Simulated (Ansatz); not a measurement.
Task: harmonic frequencies at the relaxed geometry of BHO2, SMILES O=BO, with the Ansatz DFT code, driven from Python. Give the script and its output. Use (for the species named): Hartree-Fock, def2-SVP basis, multiplicity 1.

```xyz
4

O    -1.5476    0.5194    0.4468
B    -0.4336    0.1363    0.2373
O     0.7900   -0.2908    0.0882
H     1.1913   -0.3650   -0.7723
```

`bho2.py`
```python
"""Vibrations of BHO2."""

import ansatz as az
from ase import Atoms
from ase.thermochemistry import IdealGasThermo
import numpy as np

params = {
    "basis_set": "def2-SVP",
    "xc": "hf",
}


def main() -> None:
    atoms = Atoms(["O", "B", "O", "H"], positions=[
        (-1.5476, 0.5194, 0.4468),
        (-0.4336, 0.1363, 0.2373),
        (0.79, -0.2908, 0.0882),
        (1.1913, -0.365, -0.7723),
    ])
    bho2 = az.Crystal.molecule_from_ase(atoms)

    job = (
        bho2.calculation()
        .basis(gaussian=params["basis_set"])
        .functional(params["xc"])
    )
    symbols = [site.symbol for site in bho2.cartesian_sites]
    start = np.array([site.position_ang for site in bho2.cartesian_sites], dtype=float)
    summary = job.relax(force_tolerance=0.003).run(threads=1).report
    end = np.array(summary["positions_ang"])

    print("bond        before    after (A)")
    for i, j in [(0, 1), (1, 2), (2, 3)]:
        d0, d1 = (np.linalg.norm(xyz[i] - xyz[j]) for xyz in (start, end))
        print(f"{symbols[i]}{i}-{symbols[j]}{j}".ljust(10), f"{d0:8.4f} {d1:8.4f}")

    # same settings at the minimum
    minimum = az.Crystal.molecule()
    for symbol, xyz in zip(symbols, end):
        minimum = minimum.atom(symbol, xyz.tolist())
    vibrating = (
        minimum.calculation()
        .basis(gaussian=params["basis_set"])
        .functional(params["xc"])
        .phonons(temperatures=(100, 500, 100))
    )
    vib = vibrating.run(threads=1).report["vibrations"]
    sums = vib["harmonic_sums"]
    modes = [m["omega_inv_cm"] for m in sums["modes_at_gamma"] if m["rigid_motion"] == "no"]
    print("frequencies (1/cm):", " ".join(f"{w:.0f}" for w in modes))
    print("imaginary modes:", sum(w < 0 for w in modes), " zero-point energy:", round(sums["zero_point_energy_ev"], 4), "eV")
    # rigid rotor and ideal gas, symmetry number taken as one
    gas = IdealGasThermo(vib_energies=[w / 8065.544 for w in modes if w > 0], geometry="linear" if len(modes) == 3 * len(symbols) - 5 else "nonlinear",
                         atoms=Atoms(symbols, positions=end), symmetrynumber=1, spin=0.0)
    print(f"H(298 K) - E = {gas.get_enthalpy(298.15, verbose=False):.4f} eV")
    print(f"S(298 K, 1 bar) = {96485.33 * gas.get_entropy(298.15, 1e5, verbose=False):.1f} J/(mol K) with symmetry number 1")


if __name__ == "__main__":
    main()
```

`python bho2.py` gives:
```text
bond        before    after (A)
O0-B1        1.1965   1.1914
B1-O2        1.3045   1.3113
O2-H3        0.9524   0.9459
frequencies (1/cm): 496 566 988 1105 2284 4189
imaginary modes: 0  zero-point energy: 0.5969 eV
H(298 K) - E = 0.7125 eV
S(298 K, 1 bar) = 241.4 J/(mol K) with symmetry number 1
```

Notes:
- The frequencies are harmonic and unscaled, in a modest basis. The result belongs to the one conformer reached from this start, and soft torsions count as harmonic oscillators.
- The entropy takes a symmetry number of 1; a symmetric molecule's is lower by R ln(sigma).
- It ran for 5.5 s on 1 thread of Arm Neoverse V2 (shared host), peak memory 0.21 GiB.

(A comment or docstring line of the script was reworded after the run, the code is as it ran; lines on the test bed's own set-up are left out of the output.)
